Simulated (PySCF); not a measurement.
## Aluminium: a sound run and one with changed settings

Sound run: Al [Ne] 3s2 3p1, Al⁺ [Ne] 3s2. Calculation: PySCF 2.14, in cc-pVDZ-DK (4s3p1d, 18 functions); the spin-free X2C one-electron Hamiltonian (Gaussian nucleus). In the sound run the correlated levels freeze [Ne]. The sound run starts from symmetry-adapted Hartree-Fock orbitals and uses a fine grid where one is needed.

Changed run: no relativity, point nucleus. This setting is unsound on purpose.

```tsv
species	method	sound run (hartree)	changed run (hartree)	converged
Al	UHF	-242.30843	-241.79286	yes
Al	TPSS	-242.81466	-242.29940	yes
Al	PBE	-242.66365	-242.14843	yes
Al	MP2	-242.33898	-241.82340	yes
Al	CCSD(T)	-242.35612	-241.84058	yes
Al⁺	UHF	-242.10361	-241.58769	yes
Al⁺	TPSS	-242.58904	-242.07338	yes
Al⁺	PBE	-242.44069	-241.92508	yes
Al⁺	MP2	-242.12858	-241.61267	yes
Al⁺	CCSD(T)	-242.14201	-241.62615	yes
```

Ionisation energy of Al:

| method | sound run (eV) | changed run (eV) |
| --- | --- | --- |
| UHF | 5.574 | 5.583 |
| TPSS | 6.139 | 6.150 |
| PBE | 6.067 | 6.078 |
| MP2 | 5.725 | 5.734 |
| SCS-MP2 | 5.706 | 5.715 |
| CCSD | 5.808 | 5.816 |
| CCSD(T) | 5.826 | 5.835 |

Most of the change in total energy is the relativistic energy itself. On top of that the contraction fixes the core shape for the Hamiltonian it was made with, so the changed run is not a good calculation with the other Hamiltonian either.

For comparison, NIST gives 5.986 eV between the lowest levels.
